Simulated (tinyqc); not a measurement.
Inside a calculation (part 1 of 3). Method: LCCD on RHF in the sto-3g basis, for CH3+, spin multiplicity 1. Computed by tinyqc, a small Python program that keeps every step (integrals from PySCF). Settings: charge = 1, multiplicity = 1, basis = sto-3g, method = RHF, energy threshold = 1e-10, iteration cap = 68, orthogonalisation = symmetric, start = atomic densities, DIIS depth = 6, amplitude equations = LCCD, DIIS depth for amplitudes = 0, cap on updates = 80. Command: `OMP_NUM_THREADS=1 python tinyqc.py 30215 30216 out.jsonl` (the two numbers bound the seeds that draw the settings). One thread of a shared host (Intel(R) Xeon(R) Processor @ 2.60GHz), about 0.2 s of CPU time with the checks. Later iterations appear only in the table of the cycle.

## One-electron integrals

Geometry (angstrom):
```
atom          x          y         z
C      0.000000   0.000000  0.058000
H      1.215000   0.000000  0.000000
H     -0.607000   1.052000  0.000000
H     -0.607000  -1.052000  0.000000
```

Basis sto-3g: exponents (1/bohr^2) and contraction coefficients of normalised primitives:
```
element  l (shell)   exponent  coefficient
C            s (1)  71.616837     0.154329
C            s (1)  13.045096     0.535328
C            s (1)   3.530512     0.444635
C            s (2)   2.941249    -0.099967
C            s (2)   0.683483     0.399513
C            s (2)   0.222290     0.700115
C            p (3)   2.941249     0.155916
C            p (3)   0.683483     0.607684
C            p (3)   0.222290     0.391957
H            s (1)   3.425251     0.154329
H            s (1)   0.623914     0.535328
H            s (1)   0.168855     0.444635
```

Overlap, kinetic and nuclear-attraction integrals over the contracted functions; the nuclear repulsion is the sum of Za Zb / Rab.

nuclear repulsion = 8.58719195 hartree

overlap S, lower triangle:
```
           1C 1s     1C 2s     1C 2px     1C 2py     1C 2pz     2H 1s     3H 1s     4H 1s
1C 1s   1.000000
1C 2s   0.248362  1.000000
1C 2px  0.000000  0.000000   1.000000
1C 2py  0.000000  0.000000   0.000000   1.000000
1C 2pz  0.000000  0.000000   0.000000   0.000000   1.000000
2H 1s   0.046420  0.420620   0.420649   0.000000  -0.020080  1.000000
3H 1s   0.046467  0.420854  -0.210312   0.364494  -0.020096  0.100282  1.000000
4H 1s   0.046467  0.420854  -0.210312  -0.364494  -0.020096  0.100282  0.100265  1.000000
```

kinetic energy T (hartree), lower triangle:
```
            1C 1s     1C 2s     1C 2px     1C 2py     1C 2pz      2H 1s      3H 1s     4H 1s
1C 1s   15.891122
1C 2s   -0.085890  0.472250
1C 2px   0.000000  0.000000   1.477728
1C 2py   0.000000  0.000000   0.000000   1.477728
1C 2pz   0.000000  0.000000   0.000000   0.000000   1.477728
2H 1s   -0.012203  0.070262   0.189586   0.000000  -0.009050   0.760032
3H 1s   -0.012205  0.070374  -0.094861   0.164406  -0.009064  -0.011037   0.760032
4H 1s   -0.012205  0.070374  -0.094861  -0.164406  -0.009064  -0.011037  -0.011038  0.760032
```

nuclear attraction V (hartree), lower triangle:
```
             1C 1s      1C 2s     1C 2px     1C 2py     1C 2pz      2H 1s      3H 1s      4H 1s
1C 1s   -34.958181
1C 2s    -4.516451  -6.474673
1C 2px    0.000004   0.000018  -6.482843
1C 2py    0.000000   0.000000   0.000000  -6.483016
1C 2pz    0.001947   0.020943  -0.000003   0.000000  -6.331145
2H 1s    -0.856035  -2.235406  -2.060298   0.000000   0.102578  -4.305706
3H 1s    -0.856916  -2.236942   1.030238  -1.785542   0.102670  -0.483893  -4.306568
4H 1s    -0.856916  -2.236942   1.030238   1.785542   0.102670  -0.483893  -0.483905  -4.306568
```

core Hamiltonian H = T + V (hartree), lower triangle:
```
             1C 1s      1C 2s     1C 2px     1C 2py     1C 2pz      2H 1s      3H 1s      4H 1s
1C 1s   -19.067059
1C 2s    -4.602341  -6.002423
1C 2px    0.000004   0.000018  -5.005115
1C 2py    0.000000   0.000000   0.000000  -5.005288
1C 2pz    0.001947   0.020943  -0.000003   0.000000  -4.853417
2H 1s    -0.868239  -2.165145  -1.870712   0.000000   0.093527  -3.545675
3H 1s    -0.869121  -2.166568   0.935377  -1.621136   0.093606  -0.494930  -3.546536
4H 1s    -0.869121  -2.166568   0.935377   1.621136   0.093606  -0.494930  -0.494943  -3.546536
```

## Two-electron integrals

Functions are numbered as in S; the eight-fold symmetry (ij|kl) = (ji|kl) = (kl|ij) leaves the list below.

Two-electron integrals (ij|kl) in chemists' order, unique and non-zero (hartree):
```
(11|11) 3.541948    (21|11) 0.576921    (21|21) 0.111888    (22|11) 0.854682
(22|21) 0.205284    (22|22) 0.624709    (31|31) 0.020296    (32|31) 0.030858
(32|32) 0.137996    (33|11) 0.852436    (33|21) 0.205335    (33|22) 0.624568
(33|33) 0.672833    (41|41) 0.020296    (42|41) 0.030858    (42|42) 0.137996
(43|43) 0.036269    (44|11) 0.852436    (44|21) 0.205335    (44|22) 0.624568
(44|33) 0.600295    (44|44) 0.672833    (51|51) 0.020296    (52|51) 0.030858
(52|52) 0.137996    (53|53) 0.036269    (54|54) 0.036269    (55|11) 0.852436
(55|21) 0.205335    (55|22) 0.624568    (55|33) 0.600295    (55|44) 0.600295
(55|55) 0.672833    (61|11) 0.108336    (61|21) 0.020894    (61|22) 0.038299
(61|31) 0.001262    (61|32) 0.002362    (61|33) 0.038573    (61|44) 0.038169
(61|51) -0.000060   (61|52) -0.000113   (61|53) -0.000019   (61|55) 0.038170
(61|61) 0.003988    (62|11) 0.272016    (62|21) 0.066268    (62|22) 0.223406
(62|31) 0.006294    (62|32) 0.044285    (62|33) 0.234094    (62|44) 0.217937
(62|51) -0.000300   (62|52) -0.002114   (62|53) -0.000771   (62|55) 0.217974
(62|61) 0.012920    (62|62) 0.106750    (63|11) 0.236273    (63|21) 0.058284
(63|22) 0.208345    (63|31) 0.011383    (63|32) 0.073328    (63|33) 0.228978
(63|44) 0.197899    (63|51) -0.000229   (63|52) -0.001820   (63|53) -0.001076
(63|55) 0.197931    (63|61) 0.011870    (63|62) 0.118158    (63|63) 0.141164
(64|41) 0.006582    (64|42) 0.035195    (64|43) 0.008544    (64|54) -0.000408
(64|64) 0.012755    (65|11) -0.011279   (65|21) -0.002782   (65|22) -0.009946
(65|31) -0.000229   (65|32) -0.001820   (65|33) -0.010115   (65|44) -0.009447
(65|51) 0.006593    (65|52) 0.035282    (65|53) 0.008576    (65|55) -0.010264
(65|61) -0.000567   (65|62) -0.005640   (65|63) -0.006130   (65|65) 0.013047
(66|11) 0.428959    (66|21) 0.106267    (66|22) 0.408253    (66|31) 0.012312
(66|32) 0.117526    (66|33) 0.450434    (66|44) 0.386828    (66|51) -0.000588
(66|52) -0.005610   (66|53) -0.003036   (66|55) 0.386973    (66|61) 0.020987
(66|62) 0.250493    (66|63) 0.305688    (66|65) -0.014592   (66|66) 0.774606
(71|11) 0.108448    (71|21) 0.020915    (71|22) 0.038338    (71|31) -0.000631
(71|32) -0.001182   (71|33) 0.038309    (71|41) 0.001094    (71|42) 0.002048
(71|43) -0.000175   (71|44) 0.038511    (71|51) -0.000060   (71|52) -0.000113
(71|53) 0.000010    (71|54) -0.000017   (71|55) 0.038208    (71|61) 0.003865
(71|62) 0.012127    (71|63) 0.010436    (71|64) 0.000419    (71|65) -0.000533
(71|66) 0.019357    (71|71) 0.003996    (72|11) 0.272211    (72|21) 0.066315
(72|22) 0.223555    (72|31) -0.003148   (72|32) -0.022145   (72|33) 0.222120
(72|41) 0.005456    (72|42) 0.038380    (72|43) -0.006997   (72|44) 0.230210
(72|51) -0.000301   (72|52) -0.002116   (72|53) 0.000386    (72|54) -0.000669
(72|55) 0.218120    (72|61) 0.012123    (72|62) 0.074606    (72|63) 0.065012
(72|64) 0.008829    (72|65) -0.003833   (72|66) 0.134901    (72|71) 0.012943
(72|72) 0.106877    (73|11) -0.118150   (73|21) -0.029145   (73|22) -0.104180
(73|31) 0.007788    (73|32) 0.044751    (73|33) -0.109249   (73|41) -0.002079
(73|42) -0.016515   (73|43) 0.010434    (73|44) -0.104204   (73|51) 0.000115
(73|52) 0.000911    (73|53) -0.000575   (73|54) 0.000289    (73|55) -0.098972
(73|61) -0.004851   (73|62) -0.024837   (73|63) -0.014311   (73|64) -0.002143
(73|65) 0.001255    (73|66) -0.037927   (73|71) -0.005942   (73|72) -0.059115
(73|73) 0.044875    (74|11) 0.204768    (74|21) 0.050512    (74|22) 0.180555
(74|31) -0.002079   (74|32) -0.016515   (74|33) 0.174530    (74|41) 0.010192
(74|42) 0.063845    (74|43) -0.009521   (74|44) 0.195408    (74|51) -0.000199
(74|52) -0.001578   (74|53) 0.000289    (74|54) -0.000910   (74|55) 0.171529
(74|61) 0.009245    (74|62) 0.060715    (74|63) 0.052693    (74|64) 0.014853
(74|65) -0.003059   (74|66) 0.110573    (74|71) 0.010298    (74|72) 0.102452
(74|73) -0.055638   (74|74) 0.109199    (75|11) -0.011289   (75|21) -0.002785
(75|22) -0.009955   (75|31) 0.000115    (75|32) 0.000911    (75|33) -0.009622
(75|41) -0.000199   (75|42) -0.001578   (75|43) 0.000289    (75|44) -0.009957
(75|51) 0.006599    (75|52) 0.035309    (75|53) -0.004289   (75|54) 0.007433
(75|55) -0.010273   (75|61) -0.000533   (75|62) -0.003834   (75|63) -0.003278
(75|64) -0.000441   (75|65) 0.008469    (75|66) -0.007331   (75|71) -0.000568
(75|72) -0.005649   (75|73) 0.003067    (75|74) -0.005316   (75|75) 0.013065
(76|11) 0.057852    (76|21) 0.014143    (76|22) 0.049398    (76|31) 0.000560
(76|32) 0.004210    (76|33) 0.049829    (76|41) 0.000970    (76|42) 0.007287
(76|43) 0.000323    (76|44) 0.050201    (76|51) -0.000107   (76|52) -0.000803
(76|53) -0.000110   (76|54) -0.000190   (76|55) 0.048113    (76|61) 0.002689
(76|62) 0.020943    (76|63) 0.021534    (76|64) 0.002289    (76|65) -0.001217
(76|66) 0.045727    (76|71) 0.002692    (76|72) 0.020954    (76|73) -0.008781
(76|74) 0.019803    (76|75) -0.001218   (76|76) 0.005102    (77|11) 0.429104
(77|21) 0.106303    (77|22) 0.408364    (77|31) -0.006157   (77|32) -0.058757
(77|33) 0.402823    (77|41) 0.010670    (77|42) 0.101833    (77|43) -0.027544
(77|44) 0.434668    (77|51) -0.000588   (77|52) -0.005614   (77|53) 0.001519
(77|54) -0.002632   (77|55) 0.387075    (77|61) 0.019344    (77|62) 0.134846
(77|63) 0.114699    (77|64) 0.022400    (77|65) -0.007327   (77|66) 0.250948
(77|71) 0.021016    (77|72) 0.250664    (77|73) -0.152860   (77|74) 0.264924
(77|75) -0.014606   (77|76) 0.045727    (77|77) 0.774606    (81|11) 0.108448
(81|21) 0.020915    (81|22) 0.038338    (81|31) -0.000631   (81|32) -0.001182
(81|33) 0.038309    (81|41) -0.001094   (81|42) -0.002048   (81|43) 0.000175
(81|44) 0.038511    (81|51) -0.000060   (81|52) -0.000113   (81|53) 0.000010
(81|54) 0.000017    (81|55) 0.038208    (81|61) 0.003865    (81|62) 0.012127
(81|63) 0.010436    (81|64) -0.000419   (81|65) -0.000533   (81|66) 0.019357
(81|71) 0.003869    (81|72) 0.012135    (81|73) -0.005581   (81|74) 0.008835
(81|75) -0.000533   (81|76) 0.002555    (81|77) 0.019363    (81|81) 0.003996
(82|11) 0.272211    (82|21) 0.066315    (82|22) 0.223555    (82|31) -0.003148
(82|32) -0.022145   (82|33) 0.222120    (82|41) -0.005456   (82|42) -0.038380
(82|43) 0.006997    (82|44) 0.230210    (82|51) -0.000301   (82|52) -0.002116
(82|53) 0.000386    (82|54) 0.000669    (82|55) 0.218120    (82|61) 0.012123
(82|62) 0.074606    (82|63) 0.065012    (82|64) -0.008829   (82|65) -0.003833
(82|66) 0.134901    (82|71) 0.012135    (82|72) 0.074646    (82|73) -0.040149
(82|74) 0.051914    (82|75) -0.003836   (82|76) 0.015675    (82|77) 0.134910
(82|81) 0.012943    (82|82) 0.106877    (83|11) -0.118150   (83|21) -0.029145
(83|22) -0.104180   (83|31) 0.007788    (83|32) 0.044751    (83|33) -0.109249
(83|41) 0.002079    (83|42) 0.016515    (83|43) -0.010434   (83|44) -0.104204
(83|51) 0.000115    (83|52) 0.000911    (83|53) -0.000575   (83|54) -0.000289
(83|55) -0.098972   (83|61) -0.004851   (83|62) -0.024837   (83|63) -0.014311
(83|64) 0.002143    (83|65) 0.001255    (83|66) -0.037927   (83|71) -0.005581
(83|72) -0.040149   (83|73) 0.029435    (83|74) -0.027417   (83|75) 0.002021
(83|76) -0.006533   (83|77) -0.076734   (83|81) -0.005942   (83|82) -0.059115
(83|83) 0.044875    (84|11) -0.204768   (84|21) -0.050512   (84|22) -0.180555
(84|31) 0.002079    (84|32) 0.016515    (84|33) -0.174530   (84|41) 0.010192
(84|42) 0.063845    (84|43) -0.009521   (84|44) -0.195408   (84|51) 0.000199
(84|52) 0.001578    (84|53) -0.000289   (84|54) -0.000910   (84|55) -0.171529
(84|61) -0.009245   (84|62) -0.060715   (84|63) -0.052693   (84|64) 0.014853
(84|65) 0.003059    (84|66) -0.110573   (84|71) -0.008835   (84|72) -0.051914
(84|73) 0.027417    (84|74) -0.028937   (84|75) 0.002620    (84|76) -0.011326
(84|77) -0.088171   (84|81) -0.010298   (84|82) -0.102452   (84|83) 0.055638
(84|84) 0.109199    (85|11) -0.011289   (85|21) -0.002785   (85|22) -0.009955
(85|31) 0.000115    (85|32) 0.000911    (85|33) -0.009622   (85|41) 0.000199
(85|42) 0.001578    (85|43) -0.000289   (85|44) -0.009957   (85|51) 0.006599
(85|52) 0.035309    (85|53) -0.004289   (85|54) -0.007433   (85|55) -0.010273
(85|61) -0.000533   (85|62) -0.003834   (85|63) -0.003278   (85|64) 0.000441
(85|65) 0.008469    (85|66) -0.007331   (85|71) -0.000533   (85|72) -0.003836
(85|73) 0.002021    (85|74) -0.002620   (85|75) 0.008474    (85|76) -0.000883
(85|77) -0.007332   (85|81) -0.000568   (85|82) -0.005649   (85|83) 0.003067
(85|84) 0.005316    (85|85) 0.013065    (86|11) 0.057852    (86|21) 0.014143
(86|22) 0.049398    (86|31) 0.000560    (86|32) 0.004210    (86|33) 0.049829
(86|41) -0.000970   (86|42) -0.007287   (86|43) -0.000323   (86|44) 0.050201
(86|51) -0.000107   (86|52) -0.000803   (86|53) -0.000110   (86|54) 0.000190
(86|55) 0.048113    (86|61) 0.002689    (86|62) 0.020943    (86|63) 0.021534
(86|64) -0.002289   (86|65) -0.001217   (86|66) 0.045727    (86|71) 0.002555
(86|72) 0.015675    (86|73) -0.006533   (86|74) 0.011326    (86|75) -0.000883
(86|76) 0.003982    (86|77) 0.028052    (86|81) 0.002692    (86|82) 0.020954
(86|83) -0.008781   (86|84) -0.019803   (86|85) -0.001218   (86|86) 0.005102
(87|11) 0.057857    (87|21) 0.014144    (87|22) 0.049398    (87|31) -0.001119
(87|32) -0.008410   (87|33) 0.050385    (87|44) 0.049644    (87|51) -0.000107
(87|52) -0.000804   (87|53) 0.000219    (87|55) 0.048114    (87|61) 0.002553
(87|62) 0.015666    (87|63) 0.013071    (87|65) -0.000883   (87|66) 0.028049
(87|71) 0.002692    (87|72) 0.020952    (87|73) -0.012747   (87|74) 0.017511
(87|75) -0.001218   (87|76) 0.003982    (87|77) 0.045717    (87|81) 0.002692
(87|82) 0.020952    (87|83) -0.012747   (87|84) -0.017511   (87|85) -0.001218
(87|86) 0.003982    (87|87) 0.005100    (88|11) 0.429104    (88|21) 0.106303
(88|22) 0.408364    (88|31) -0.006157   (88|32) -0.058757   (88|33) 0.402823
(88|41) -0.010670   (88|42) -0.101833   (88|43) 0.027544    (88|44) 0.434668
(88|51) -0.000588   (88|52) -0.005614   (88|53) 0.001519    (88|54) 0.002632
(88|55) 0.387075    (88|61) 0.019344    (88|62) 0.134846    (88|63) 0.114699
(88|64) -0.022400   (88|65) -0.007327   (88|66) 0.250948    (88|71) 0.019363
(88|72) 0.134910    (88|73) -0.076734   (88|74) 0.088171    (88|75) -0.007332
(88|76) 0.028052    (88|77) 0.250936    (88|81) 0.021016    (88|82) 0.250664
(88|83) -0.152860   (88|84) -0.264924   (88|85) -0.014606   (88|86) 0.045727
(88|87) 0.045717    (88|88) 0.774606
```

## Orthogonalisation

S = U s U^T; symmetric (Loewdin) form X = U s^(-1/2) U^T, so that X^T S X = 1.

eigenvalues of S: 0.335290  0.431963  0.432244  0.967831  1.003909  1.467468  1.467772  1.893523

X, lower triangle:
```
            1C 1s      1C 2s     1C 2px     1C 2py    1C 2pz      2H 1s      3H 1s     4H 1s
1C 1s    1.027835
1C 2s   -0.158374   1.299741
1C 2px   0.000004  -0.000077   1.139570
1C 2py   0.000000   0.000000   0.000000   1.139773
1C 2pz   0.001352  -0.012833   0.000005   0.000000  1.000598
2H 1s    0.023651  -0.270157  -0.282591   0.000000  0.012631   1.184561
3H 1s    0.023659  -0.270395   0.141326  -0.244954  0.012645  -0.022318   1.184806
4H 1s    0.023659  -0.270395   0.141326   0.244954  0.012645  -0.022318  -0.022350  1.184806
```

## Starting guess

The start is atomic minimal-basis densities projected into this basis (PySCF's MINAO start) and scaled to the electron count of each spin; this density is not idempotent, so its energy is not variational and may lie below the converged one.

D at the start, lower triangle:
```
            1C 1s     1C 2s     1C 2px     1C 2py     1C 2pz     2H 1s     3H 1s     4H 1s
1C 1s    1.902019
1C 2s   -0.443362  1.807415
1C 2px  -0.000001  0.000003   0.526293
1C 2py   0.000000  0.000000   0.000000   0.526235
1C 2pz  -0.001422  0.005217  -0.000001   0.000000   0.585108
2H 1s   -0.018890  0.071108   0.054729   0.000000  -0.001731  0.847956
3H 1s   -0.018896  0.071121  -0.027349   0.047394  -0.001732  0.027731  0.847942
4H 1s   -0.018896  0.071121  -0.027349  -0.047394  -0.001732  0.027731  0.027710  0.847942
```

## Iteration 1: building the Fock matrix

J_ij = sum D_kl (ij|kl), K_ij = sum D_kl (ik|jl); F = H + J - 0.5 K; E = tr D H + tr D J / 2 - 0.25 tr D K + E_nn.

Coulomb J (hartree), lower triangle:
```
            1C 1s      1C 2s     1C 2px     1C 2py     1C 2pz     2H 1s     3H 1s     4H 1s
1C 1s   10.448660
1C 2s    2.023231   4.802010
1C 2px  -0.000001   0.000011   4.825111
1C 2py   0.000000   0.000000   0.000000   4.825184
1C 2pz  -0.001515  -0.014915   0.000001   0.000000   4.740048
2H 1s    0.378945   1.734300   1.632675   0.000000  -0.081220  3.345983
3H 1s    0.379333   1.735427  -0.816366   1.414876  -0.081290  0.383666  3.346617
4H 1s    0.379333   1.735427  -0.816366  -1.414876  -0.081290  0.383666  0.383657  3.346617
```

exchange K (hartree), lower triangle:
```
            1C 1s      1C 2s     1C 2px     1C 2py     1C 2pz     2H 1s     3H 1s     4H 1s
1C 1s    6.468600
1C 2s    1.132400   1.772483
1C 2px  -0.000012  -0.000059   0.912062
1C 2py   0.000000   0.000000   0.000000   0.912262
1C 2pz  -0.001789  -0.015499   0.000004   0.000000   0.744380
2H 1s    0.235562   0.794012   0.495465   0.000000  -0.026922  1.020613
3H 1s    0.235797   0.794489  -0.247741   0.429371  -0.026943  0.247431  1.020952
4H 1s    0.235797   0.794489  -0.247741  -0.429371  -0.026943  0.247431  0.247463  1.020952
```

Fock matrix F (hartree), lower triangle:
```
             1C 1s      1C 2s     1C 2px     1C 2py     1C 2pz      2H 1s      3H 1s      4H 1s
1C 1s   -11.852699
1C 2s    -3.145310  -2.086655
1C 2px    0.000008   0.000058  -0.636035
1C 2py    0.000000   0.000000   0.000000  -0.636235
1C 2pz    0.001326   0.013778  -0.000005   0.000000  -0.485560
2H 1s    -0.607075  -0.827850  -0.485769   0.000000   0.025769  -0.709998
3H 1s    -0.607687  -0.828386   0.242881  -0.420946   0.025788  -0.234979  -0.710395
4H 1s    -0.607687  -0.828386   0.242881   0.420946   0.025788  -0.234979  -0.235017  -0.710395
```

total energy of this density = -35.64094518 hartree

This density is the starting one; it is not idempotent, so its energy is not variational and may lie below the converged one.
